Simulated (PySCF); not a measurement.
**Frontier levels across methods**

Species: C4H5F.
Atom-mapped SMILES: `[F:1][C:2]1=[CH:3][CH2:4][CH2:5]1` (hydrogens: H6 on C3; H7, H8 on C4; H9, H10 on C5)

Structure used (PBE0-D3(BJ)/def2-SVP), in Å, numbered top down from 1:
```xyz
10
C4H5F angstrom
F      2.3224    0.1421   -0.5593
C      1.0374    0.1706   -0.2663
C      0.1257    1.1455   -0.1933
C     -0.9525    0.1534    0.1952
C      0.1353   -0.9624    0.1012
H      0.1352    2.2249   -0.3456
H     -1.7771    0.0396   -0.5268
H     -1.3768    0.2822    1.2042
H     -0.0320   -1.7197   -0.6815
H      0.3649   -1.4718    1.0509
```

Basis pcSseg-2 throughout (PySCF), one geometry. Geometry: PBE0-D3(BJ)/def2-SVP; no solvent, vibrations or thermal averaging.

Problem. How do the orbital energies, the gap and the dipole change with the method?

Solution. 
```json
{"method": "BLYP", "kind": "GGA", "HOMO (eV)": "-5.77", "LUMO (eV)": "-0.35", "gap (eV)": "5.42", "μ (D)": "1.38", "SCF cycles": "15"}
{"method": "B97-D", "kind": "GGA", "HOMO (eV)": "-5.86", "LUMO (eV)": "-0.35", "gap (eV)": "5.51", "μ (D)": "1.36", "SCF cycles": "14"}
{"method": "OPBE", "kind": "GGA", "HOMO (eV)": "-5.88", "LUMO (eV)": "-0.33", "gap (eV)": "5.55", "μ (D)": "1.31", "SCF cycles": "15"}
{"method": "PBE", "kind": "GGA", "HOMO (eV)": "-5.90", "LUMO (eV)": "-0.44", "gap (eV)": "5.46", "μ (D)": "1.36", "SCF cycles": "15"}
{"method": "KT2", "kind": "GGA", "HOMO (eV)": "-5.92", "LUMO (eV)": "-0.40", "gap (eV)": "5.52", "μ (D)": "1.40", "SCF cycles": "16"}
{"method": "KT3", "kind": "GGA", "HOMO (eV)": "-5.95", "LUMO (eV)": "-0.41", "gap (eV)": "5.55", "μ (D)": "1.37", "SCF cycles": "15"}
{"method": "BP86", "kind": "GGA", "HOMO (eV)": "-5.99", "LUMO (eV)": "-0.52", "gap (eV)": "5.47", "μ (D)": "1.36", "SCF cycles": "15"}
{"method": "LDA", "kind": "LDA", "HOMO (eV)": "-6.06", "LUMO (eV)": "-0.65", "gap (eV)": "5.41", "μ (D)": "1.47", "SCF cycles": "15"}
{"method": "B97-2", "kind": "global hybrid", "HOMO (eV)": "-6.83", "LUMO (eV)": "0.52", "gap (eV)": "7.36", "μ (D)": "1.45", "SCF cycles": "14"}
{"method": "B3LYP", "kind": "global hybrid", "HOMO (eV)": "-6.88", "LUMO (eV)": "0.31", "gap (eV)": "7.18", "μ (D)": "1.48", "SCF cycles": "14"}
{"method": "PBE0", "kind": "global hybrid", "HOMO (eV)": "-7.09", "LUMO (eV)": "0.58", "gap (eV)": "7.66", "μ (D)": "1.47", "SCF cycles": "14"}
{"method": "mPW1PW91", "kind": "global hybrid", "HOMO (eV)": "-7.11", "LUMO (eV)": "0.56", "gap (eV)": "7.67", "μ (D)": "1.47", "SCF cycles": "14"}
{"method": "BHandHLYP", "kind": "global hybrid", "HOMO (eV)": "-8.14", "LUMO (eV)": "1.22", "gap (eV)": "9.36", "μ (D)": "1.59", "SCF cycles": "12"}
{"method": "CAM-B3LYP", "kind": "range-separated hybrid", "HOMO (eV)": "-8.43", "LUMO (eV)": "1.39", "gap (eV)": "9.82", "μ (D)": "1.54", "SCF cycles": "12"}
{"method": "wB97X-D", "kind": "range-separated hybrid", "HOMO (eV)": "-8.91", "LUMO (eV)": "2.41", "gap (eV)": "11.32", "μ (D)": "1.48", "SCF cycles": "12"}
{"method": "HF", "kind": "Hartree–Fock", "HOMO (eV)": "-9.67", "LUMO (eV)": "2.76", "gap (eV)": "12.43", "μ (D)": "1.64", "SCF cycles": "11"}
{"method": "LC-wPBE", "kind": "range-separated hybrid", "HOMO (eV)": "-9.78", "LUMO (eV)": "2.52", "gap (eV)": "12.29", "μ (D)": "1.53", "SCF cycles": "13"}
```

The HOMO spans 4.01 eV, from BLYP down to LC-wPBE, and the gap runs from 5.41 eV (LDA) to 12.43 eV (HF). Over the methods BLYP (0 %), B97-D (0 %), OPBE (0 %), PBE (0 %), KT2 (0 %), KT3 (0 %), BP86 (0 %), LDA (0 %), B97-2 (21 %), B3LYP (20 %), PBE0 (25 %), mPW1PW91 (25 %), BHandHLYP (50 %), HF (100 %), a straight line through the gap against the share of exact exchange rises by 0.72 eV for each 10 % (correlation coefficient 0.995). The dipole ranges from 1.31 D (OPBE) to 1.64 D (HF). This basis has no diffuse functions.

The vertical ΔSCF ionisation energy at wB97X-D/def2-SVPD is 9.43 eV; −ε(HOMO) comes closest to it with HF (9.67 eV).
